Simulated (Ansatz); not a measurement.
Ideal-gas functions of C3H3NO (`CN=C=C=O`) at 800 K and 1 bar, from an Ansatz frequency run at PBE0-D4/def2-TZVP.

Molar mass 69.06 g/mol, point group Cs (symmetry number 1), electronic degeneracy 1, moments of inertia 8.178, 220.303, 225.392 u Å². Harmonic wavenumbers (cm⁻¹, unscaled): 143, 183, 213, 406, 480, 575, 834, 1089, 1104, 1163, 1408, 1464, 1473, 1775, 2137, 3029, 3108, 3120.

Use S(trans) = R[1.5 ln M + 2.5 ln T − 1.1517]; rotational temperatures θ = 24.2544 K / I; S(rot) = R[ln(√π/σ · √(T³/θAθBθC)) + 1.5]; for each mode x = 1.438777 ν̃/T, S = R[x/(eˣ − 1) − ln(1 − e⁻ˣ)] and H = RT x/(eˣ − 1); 1 cm⁻¹ = 0.0119627 kJ/mol; R = 8.31446 J/(mol·K).

By hand: the entropy, in J/(mol·K).

Translation 182.2. Rotation: θ = 2.9658, 0.1101, 0.1076 K, giving 114.5. Vibration, mode by mode: 19.63, 17.59, 16.34, 11.11, 9.79, 8.40, 5.68, 3.94, 3.86, 3.55, 2.51, 2.32, 2.29, 1.49, 0.88, 0.23, 0.21, 0.20, in all 110.0. Electronic 0.0. Sum 406.7 J/(mol·K).

By hand: H − E and G − E in kJ/mol, counted from the electronic energy.

Zero-point energy ½ × 23704 × 0.0119627 = 141.8; thermal vibration 44.5; translation, rotation and pV give 4 RT = 26.6. H − E = 212.9 kJ/mol, and G − E = 212.9 − 800 × 406.7/1000 = -112.5 kJ/mol.

Vibration gives 27 % of the entropy, 19.6 J/(mol·K) of it from the mode under 150 cm⁻¹: soft modes count most, and the harmonic formula is weakest for them.
